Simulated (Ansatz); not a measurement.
**OF (Oxygen monofluoride) at UCCSDT/STO-3G**

Aim: the energy change on altering one bond length of OF (Oxygen monofluoride) at UCCSDT/STO-3G, from 2 runs. 

Program for the calculation: Ansatz 0.2.0.

48 further runs of the same task are left out: 7 that didn't finish, 41 set aside as unsound or not needed.

### Step 1. The system as given

The species is OF (2 atoms), meant as a doublet with charge 0. As SMILES, `[O]F`. Geometry: relaxed at PBE0-D4/def2-TZVP.

Bond lengths: O1–F2 1.330 Å.

### Step 2. The energy at UCCSDT/STO-3G

Contents of input.yaml:

```yaml
crystal:
  periodic: [false, false, false]
  atoms:
    - symbol: O
      position_ang: [0.000000, 0.000000, -0.015950]
    - symbol: F
      position_ang: [-0.000000, -0.000000, 1.314400]
basis:
  gaussian: {orbitals: STO-3G}
magnetization: {spin_polarized: true, initial_magnetization: 1}
correlation: {method: ccsdt, frozen_orbitals: {F: 1, O: 1}}
accuracy: high
scf: {omitted_lower_state_checks: [cluster_reference, increment]}
```

Command:

```console
$ ansatz run input.yaml --threads 1 --pin off --max-ram 3480MiB --events-out events.jsonl --progress --plain --runs-dir runs
```

Log, shortened:

```text
Warning: RAYON_NUM_THREADS=1 ignored (pool sized by the plan → 1); use --threads N
Functional definition: HF
  name "HF"
[...]
149 factors; integrals over basis functions are off by at most 3.2e-8 eV
[...]
mean field -4674.98468725 eV, -171.8025184379 hartree, gradient 3.2e-8 eV, S^2 0.764357; 2 other end points of the search recorded, 0 dependent functions left out
2 core orbitals not correlated: weight in the atoms' cores, before any rotation towards them, 1.000 or more for the frozen orbitals, at most 0.000 for the correlated occupied ones
reference -4674.98468725 eV, -171.8025184379 hartree; 7, 6 occupied and 1, 2 virtual orbitals, 149 factors
second order -1.10879528 eV of doubles, -0.00000000 eV of singles
cycle   1  -1.40262454 eV  change   -2.9e-1 eV  update   6.1e-2
[...]
cycle  23  -1.75028073 eV  change   -1.6e-9 eV  update   1.4e-9
Total energy: -4676.73496798 eV, -171.8668400684 hartree
Checks for a lower state left out: cluster_reference, increment
```

It took 0.22 s on 1 thread of Intel Xeon 6975P-C (Granite Rapids), shared host.

### Step 3. The distorted shape, same level

Contents of run.yaml:

```yaml
basis:
  gaussian:
    orbitals: STO-3G
crystal:
  periodic: [false, false, false]
  atoms:
    - {symbol: O, position_ang: [0.000000, 0.000000, -0.348500]}
    - {symbol: F, position_ang: [-0.000000, -0.000000, 1.314400]}
magnetization:
  spin_polarized: true
  initial_magnetization: 1
correlation:
  method: ccsdt
  frozen_orbitals: {F: 1, O: 1}
accuracy: high
scf:
  omitted_lower_state_checks: [cluster_reference, increment]
```

Command:

```console
$ ansatz run run.yaml --threads 1 --pin off --max-ram 3480MiB --events-out events.jsonl --progress --plain --runs-dir runs
```

Log, shortened:

```text
Warning: RAYON_NUM_THREADS=1 ignored (pool sized by the plan → 1); use --threads N
[... 2 set-up lines as earlier in the session ...]
[...]
149 factors; integrals over basis functions are off by at most 4.3e-8 eV
[...]
mean field -4674.63912051 eV, -171.7898190944 hartree, gradient 3.2e-8 eV, S^2 1.486134; 15 other end points of the search recorded, 0 dependent functions left out
2 core orbitals not correlated: weight in the atoms' cores, before any rotation towards them, 1.000 or more for the frozen orbitals, at most 0.000 for the correlated occupied ones
reference -4674.63912051 eV, -171.7898190944 hartree; 7, 6 occupied and 1, 2 virtual orbitals, 149 factors
second order -0.14227566 eV of doubles, -0.00000000 eV of singles
cycle   1  -0.22214908 eV  change   -8.0e-2 eV  update   3.8e-2
[...]
cycle  48  -1.20794362 eV  change  -8.2e-11 eV  update  9.7e-10
Total energy: -4675.84706413 eV, -171.8342102038 hartree
Checks for a lower state left out: cluster_reference, increment
```

Wall time 0.38 s (1 thread of Intel Xeon 6975P-C (Granite Rapids), shared host).

### Step 4. Summary of results

At UCCSDT/STO-3G, 2 core orbitals frozen:

| quantity | value |
| --- | --- |
| first shape: total energy | -171.86684 Eh |
| first shape: correlation energy (2 core orbitals frozen) | -64.3 mEh |
| first shape: ⟨S²⟩ of the reference determinant | 0.764 |
| first shape: T1 diagnostic | 0.026 |
| distorted shape: total energy | -171.83421 Eh |
| distorted shape: correlation energy (2 core orbitals frozen) | -44.4 mEh |
| distorted shape: ⟨S²⟩ of the reference determinant | 1.486 |
| distorted shape: T1 diagnostic | 0.070 |
| energy change with the O1–F2 bond stretched from 1.330 to 1.663 Å | 0.888 eV |

In words: With the O1–F2 bond stretched from 1.330 to 1.663 Å the energy rises by 0.89 eV (85.7 kJ/mol). The first shape isn't relaxed at this level, so the change isn't measured from a minimum. The minimal basis adds a large error of its own. ⟨S²⟩ (distorted shape) is 1.49 where a pure doublet has 0.75: the reference is spin-contaminated. The T1 diagnostic (distorted shape) of 0.070 is above the customary mark for such species, so a single reference may not serve.
